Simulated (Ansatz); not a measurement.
A calculation with Ansatz (development build ahead of 0.2.0).

```yaml
crystal:
  periodic: [false, false, false]
  atoms:
    - { symbol: O, position_ang: [0.0, 0.0, 0.558] }
    - { symbol: O, position_ang: [0.0, 0.0, -0.558] }
basis:
  gaussian: { orbitals: cc-pVDZ }
total_charge: 1
magnetization:
  initial_magnetization: 1
hamiltonian:
  xc: hf
correlation:
  method: ccsd_t
  frozen_orbitals: { O: 1 }
```

The input is written out in the form of the current development build from the run's settings. Correlation on restricted open-shell orbitals is semicanonical, with singles.

The run gave:

```yaml
Converged: yes
Reference_energy: -149.16776 hartree
CCSD_correlation_energy: -0.37726 hartree
Triples_correction: -0.01379 hartree
Total_energy: -149.55881 hartree
Spin_squared_of_the_determinant: 0.750
```
